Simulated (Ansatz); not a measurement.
# SiH+ (singlet): wave-function methods side by side, cc-pVQZ

Aim: climb from Hartree-Fock through coupled cluster and multireference methods for SiH+ (singlet) at one geometry and basis, and see what each rung misses.

The runs use Ansatz 0.2.0, Gaussian basis; cc-pVQZ, core rule «outside noble gas», up to 5 orbitals frozen.

Plan: UHF; CCSD(T) on RHF; CCSD(T) on UHF; BCCD(T) on RHF; CCSDT(Q) on RHF; CCSDT(Q) on UHF; CASSCF and MRCISD+Q, 4 electrons in 5 orbitals; CASSCF and NEVPT2, 4 electrons in 5 orbitals; Full CI.

6 further runs of the same task are left out: 2 for a known fault of the program, 2 that didn't finish, 2 set aside as unsound or not needed.

## Step 1: The geometry

The geometry is a PBE0/def2-TZVP stationary point (not a proven minimum).

2 atoms, charge 1, spin multiplicity 1.

Atoms are counted from 1 here; the program's logs count them from 0.

Bond lengths: Si1–H2 1.519 Å.

## Step 2: UHF

Input file in.yaml:

```yaml
crystal:
  periodic: [false, false, false]
  atoms:
    - {symbol: Si, position_ang: [0.000000, 0.000000, 0.000000]}
    - {symbol: H, position_ang: [0.000000, 0.000000, 1.518600]}
basis:
  gaussian: {orbitals: cc-pVQZ}
total_charge: 1
magnetization: {spin_polarized: true, initial_magnetization: 0}
hamiltonian: {xc: hf}
output: {orbitals: {seedname: orbitals}}
```

Run with:

```console
$ ansatz run in.yaml --threads 1 --pin off --events-out ev --progress --plain --max-ram 2393MiB
```

After this run come: CCSD(T) on RHF; CCSD(T) on UHF; BCCD(T) on RHF; CCSDT(Q) on RHF; CCSDT(Q) on UHF; CASSCF and MRCISD+Q, 4 electrons in 5 orbitals; CASSCF and NEVPT2, 4 electrons in 5 orbitals; Full CI.

**Question.** What will the summary of the whole plan be? Wanted: FCI below the RHF energy; RMP2 from FCI; RCCSD from FCI; RCCSD(T) from FCI; RCCSDT(Q) from FCI; NEVPT2 valence from FCI; MRCISD+Q valence from FCI; T1 diagnostic; effectively unpaired electrons.

**Answer**, as computed:

| quantity | value |
| --- | --- |
| FCI below the RHF energy | -2.6496 eV |
| RMP2 from FCI | +631.1 meV |
| RCCSD from FCI | +59.9 meV |
| RCCSD(T) from FCI | +12.2 meV |
| RCCSDT(Q) from FCI | +0.3 meV |
| NEVPT2 valence from FCI | +392.6 meV |
| MRCISD+Q valence from FCI | +19.4 meV |
| levels within 1 kcal/mol (43 meV) | RCCSD(T), BCCD(T), RCCSDT, RCCSDT(Q), MRCISD+Q valence |
| T1 diagnostic | 0.012 |
| effectively unpaired electrons | 0.08 |

**Reading.** RCCSD(T) misses by +12.2 meV, 0.5 % of the correlation energy. One determinant dominates. Of the multireference levels listed MRCISD+Q valence comes nearest in total energy (+19.4 meV), which doesn't show that its space is the better one. These misses are within one basis, not against nature.
